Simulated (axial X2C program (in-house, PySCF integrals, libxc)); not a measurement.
# Bond lengths and stretching modes, held linear, of NBN⁺

Calculated with an in-house all-electron X2C program for linear molecules (integrals from PySCF): two-component X2C with atomic mean-field Coulomb and Gaunt terms, Gaussian nuclei, basis N dyall-av3z, B dyall-v3z with contracted cores. Spin-free rows use the one-electron spin-free X2C Hamiltonian.

Masses N 14.003, B 11.009, N 14.003 u. States: 2c Ω = 2 (beyond evenly filled blocks: 2 × ω = -1/2, 2 × ω = 3/2); spin-free M_S = 2, Λ = 0 (beyond evenly filled blocks: 2 × π+α, 2 × π-α).

PBE, 2c: energies above the lowest point

```csv
r(N–B) (Å),r(B–N) (Å),E (meV)
1.4098,1.4098,83.73
1.4098,1.4460,41.03
1.4098,1.4821,41.74
1.4460,1.4098,41.03
1.4460,1.4460,0.00
1.4460,1.4821,2.24
1.4460,1.5183,39.42
1.4821,1.4098,41.74
1.4821,1.4460,2.24
1.4821,1.4821,5.90
1.5183,1.4460,39.42
1.5183,1.5183,84.09
```

Task: Fit a quadratic surface with cubic terms in each bond: where is the minimum, and what are the two stretching wavenumbers?

Result: At PBE, 2c: bonds 1.461 and 1.461 Å; harmonic stretches 781.2 and 1418.9 cm⁻¹; force constants 4.86, 4.86 and coupling 0.17 mdyn/Å.

The other levels and Hamiltonians give:

| Hamiltonian | level | r(N–B) (Å) | r(B–N) (Å) | lower stretch (cm⁻¹) | upper stretch (cm⁻¹) |
| --- | --- | --- | --- | --- | --- |
| 2c | PBE0 | 1.444 | 1.444 | 815.9 | 1471.7 |
| 2c | HF | 1.428 | 1.428 | 841.4 | 1502.8 |
| 2c | MP2 | 1.443 | 1.443 | 828.0 | 1488.4 |
| spin-free | PBE0 | 1.444 | 1.444 | 816.0 | 1471.7 |
| spin-free | HF | 1.428 | 1.428 | 841.4 | 1502.8 |
| spin-free | PBE | 1.461 | 1.461 | 781.3 | 1419.0 |
| spin-free | MP2 | 1.443 | 1.443 | 828.0 | 1488.4 |

Each state is one determinant, the lowest of a limited PBE0 search; the stretches come from a fit to these few points and carry an uncertainty of a few per cent. Other orders of the atoms were not compared. MP2 freezes inner shells (threshold -2 hartree). The molecule was held linear; bending was not examined, so a bent shape may lie lower. Open-shell Ω = 0 determinants with evenly filled partner blocks cannot be reached by this program, so the Ω shown need not be the lowest component. Note: several unpaired electrons, one determinant need not be a pure state.
